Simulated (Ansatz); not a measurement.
For antiferromagnetic bcc Cr, PBE-D3(BJ) in Ansatz (plane waves, PAW) gives:

| Item | Value |
|---|---|
| lattice parameter a | 2.832 Å |
| bulk modulus | 210 GPa |
| cohesive energy | 4.62 eV/atom |
| magnetic moment | 0.77 μB |

### Question
What does r²SCAN-D4 (plane waves, PAW; Ansatz, a quantum-chemistry and plane-wave program) give for the same quantities?

### Answer

- lattice constant a: 2.948 Å (goes up by 4.1 %)
- bulk modulus: 111 GPa (falls by 47 %)
- cohesive energy: 3.63 eV/atom (falls by 0.99 eV/atom)
- magnetic moment: 2.46 μB (rises by 1.69 μB)

For comparison: lattice constant a 2.877 Å (measured, corrected for temperature and zero-point phonon effects; as tabulated in Levämäki et al. (2014), arXiv:1402.3671); bulk modulus 194 GPa (measured, corrected for temperature and zero-point phonon effects, our sources range from 174 to 205; as tabulated in Levämäki et al. (2014), arXiv:1402.3671); cohesive energy 4.15 eV/atom (measured, finite-temperature (and zero-point) corrections as in the cited sets; as tabulated in Jana et al. (2018), arXiv:1807.00350).

Changes are worked out from the printed values.

Unless a cell is named, each level is at its own relaxed cell (PBE-D3(BJ) 11.35, r²SCAN-D4 12.81 Å³/atom).

Spin-polarised runs: PBE-D3(BJ) (opposed moments), r²SCAN-D4 (opposed moments).

Caveats: the commensurate order stands in for chromium's spin-density wave, and the size of the moments varies much between levels (PBE-D3(BJ), r²SCAN-D4). Ansatz's density-functional and Hartree–Fock values are scalar-relativistic unless marked +SOC, with PAW data made under PBE.
